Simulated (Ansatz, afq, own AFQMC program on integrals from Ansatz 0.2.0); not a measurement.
AFQMC on a folder of integrals that Ansatz 0.2.0 wrote.

```yaml
crystal:
  periodic: [false, false, false]
  atoms:
    - {symbol: Si, position_ang: [0.000000, -0.078870, 0.665530]}
    - {symbol: C, position_ang: [0.000000, 0.038824, -1.223517]}
    - {symbol: H, position_ang: [0.000000, 1.437843, 0.873048]}
    - {symbol: H, position_ang: [0.000000, -0.930054, -1.724242]}
    - {symbol: H, position_ang: [0.873556, 0.613614, -1.556876]}
    - {symbol: H, position_ang: [-0.873557, 0.613614, -1.556876]}
basis:
  gaussian: {orbitals: cc-pVDZ}
magnetization: {spin_polarized: true, initial_magnetization: 0}
correlation: {method: ccsd_t, electrons: outside_noble_gas, hamiltonian_folder: ham}
```

```sh
$ ansatz run in.yaml --threads 1 --pin off --events-out ev --progress --plain --max-ram 1843MiB
```

afq runs on the folder ham with

```
--method phaseless --trial cisd --walkers 60 --populations 1 --least-time 40 --time-step 0.005 --steps-per-block 50 --equilibration-blocks 28 --max-blocks 300 --target-error 0.00042 --factor-cut 1e-05 --start spin_pure --seed 8859 --release-times 0.24,0.51,0.99,1.62,2.4 --release-step 0.03 --release-every 4 --taylor-order 6
```

Times are imaginary, in 1/Eh. The walk had a cap of 1015 s.

afq prints:

```
orbitals 46  electrons 6 6  factors 369 of 489
reference energy -329.06601701 Eh
CCSD correlation -0.27205487 Eh in 10 cycles, weight of the determinant in the CISD state 0.8644
energy of the start -329.338072 Eh
 block  time / (1/Eh)  mean weight  energy / Eh
     1     0.250  1.0005  -329.333457
     2     0.500  1.0009  -329.334054
     3     0.750  0.9973  -329.336810
     4     1.000  0.9994  -329.337678
     5     1.250  0.9984  -329.338474
     9     2.250  0.9994  -329.346758
    33     8.250  0.9996  -329.346477
    65    16.250  0.9999  -329.343618
    97    24.250  0.9947  -329.341598
   121    30.250  0.9999  -329.338506
   129    32.250  1.0007  -329.343082
   161    40.250  0.9991  -329.345285
   193    48.250  0.9962  -329.346366
   225    56.250  1.0003  -329.356223
   233    58.250  1.0010  -329.358537
   257    64.250  0.9998  -329.349042
   289    72.250  0.9983  -329.354858
   321    80.250  0.9984  -329.347378
blocks merged  error / Eh  count
     1  0.000294  300
     2  0.000369  150
     4  0.000432  75
     8  0.000478  37
    16  0.000545  18
    32  0.000589  9
released: time / (1/Eh)  energy / Eh  error  mean overlap
  0.24  -329.346690  0.000520  0.9964
  0.51  -329.346619  0.000459  0.9838
  0.99  -329.346147  0.000502  0.9938
  1.62  -329.347695  0.000676  0.9768
  2.40  -329.346178  0.000599  0.9734
energy -329.346991 +/- 0.000545 Eh
(rows thinned)
```

The run passed its tests (sampling time, drift between the halves within three errors, error under three times the target), which doesn't prove that it has relaxed. The second half of the sampling lies below the first by 1.6 errors of their difference, so the energy may still be moving and its error bar be too small.

Against this walk (error 14.8 meV) on the same determinant: CCSD(T) 46.8 meV higher, CCSDT(Q) 11.5 meV higher (within the noise). The error is statistical and leaves out the bias of the constraint. Released to 2.40 1/Eh the energy moves by 22 ± 22 meV (both errors), within twice the noise.

Cautions: constraint bias not in the error; error above the target (14.8 against 11.4 meV); higher spins were not checked; an unrestricted solution with more broken spin lies lower (94 meV, ⟨S²⟩ 0.38), while this determinant keeps restricted orbitals.

The walk took 14 min on 1 thread of Arm Neoverse V1, on a shared host. The log's last line is the phaseless energy.

CCSDT and higher add their correlation energy to the determinant of the CCSD(T) run, since their own runs factorise the integrals more tightly (a shift of under 2 meV). A walk keeps the symmetry of its determinant, which the program's search chose and which needn't be the lowest solution, so a lower state of the same spin and another symmetry isn't excluded.
